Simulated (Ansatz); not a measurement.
## KBe2: from a trial structure to a relaxed crystal

Method: DFT PBE, scalar-relativistic, plane waves, PAW (Ansatz 0.2.0). Cutoff 420 eV, Γ-centred k mesh, Gaussian smearing, no spin polarisation in the final step.

This is the end of a relaxation of cell and atoms.

```xyz
3
Lattice="4.5013 0.0000 0.0000 0.0000 4.5013 0.0000 0.0000 0.0000 4.2003" Properties=species:S:1:pos:R:3 pbc="T T T"
K     0.0000    0.0000    0.0000
Be    2.2507    2.2507    1.0564
Be    2.2507    2.2507    3.1440
```

The zero of energy is the elements' standard structures at the same level; no fitted shifts are applied.

**Question.** What space group does it have?

**Answer.** P4/mmm (No. 123). Conventional cell: a = 4.501 Å, c = 4.200 Å. K is coordinated by 8 Be at 3.35 Å; Be is coordinated by 2 Be at 2.09–2.11 Å.

**Question.** What is its formation energy per atom?

**Answer.** 1.07 eV/atom.

**Question.** Is it a metal?

**Answer.** Yes, bands cross the Fermi level on the 10×10×12 mesh.

The final run used a 10×10×12 mesh on its 3-atom cell and 0.10 eV smearing. For metals, differences of a few meV/atom aren't resolved. The cell came from a trial start, so KBe2 may not exist in this structure.

Cost: 2 runs of about 0.54 core-minutes in all, on Intel Xeon 6975P-C (Granite Rapids) (shared hosts).